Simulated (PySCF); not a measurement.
# C6H8 (Hexatriene): the cost of one run

The runs use PySCF 2.14.0, with density-fitted response routines of our own; the level of theory stands in each step. All values are computed, except where a source is named. Atoms count from 0, in the outputs and in this text.

## Step 1: The starting structure

14 atoms, charge 0, multiplicity 1; geometry from: GFN2-xTB. The atoms were then displaced at random by about 0.01 Å, so the start is not that level's minimum.

Bonds of the start (Å): C0–C1 1.30, C1–C2 1.43, C2–C3 1.39, C3–C4 1.41, C4–C5 1.33, C0–H6 1.08, C0–H7 1.11, C1–H8 1.09, C2–H9 1.07, C3–H10 1.10, C4–H11 1.08, C5–H12 1.07, C5–H13 1.06.

## Step 2: Geometry optimisation at PBE0-D3(BJ)/def2-TZVP

What the job is given:

```
{"job": {"xc": "PBE0", "basis": "def2-TZVP", "d3": "d3bj", "grid": 2, "shake": 0.01, "kind": "geom"}, "charge": 0, "multiplicity": 1}
C     -2.936770     0.876880    -0.428780
C     -1.898610     0.313480     0.111430
C     -0.557360     0.596080    -0.286250
C      0.570600     0.013020     0.270610
C      1.889880     0.286290    -0.128010
C      2.953250    -0.284560     0.428200
H     -3.950840     0.670010    -0.118760
H     -2.841760     1.639590    -1.222930
H     -2.023520    -0.409590     0.919470
H     -0.405020     1.328120    -1.054110
H      0.394330    -0.724230     1.069910
H      2.027400     1.026210    -0.897930
H      2.827740    -1.010960     1.205560
H      3.943510    -0.055400     0.123840
```

Run with:

```bash
> OMP_NUM_THREADS=2 python probes_run.py task.json out
```

This one command runs all jobs of the session in turn.

**Question.** How long does this first job take on 2 threads of Intel Xeon at 2.70GHz, shared host, and how much memory does it need?

About 3.8 min, with a peak of 1.2 GiB.
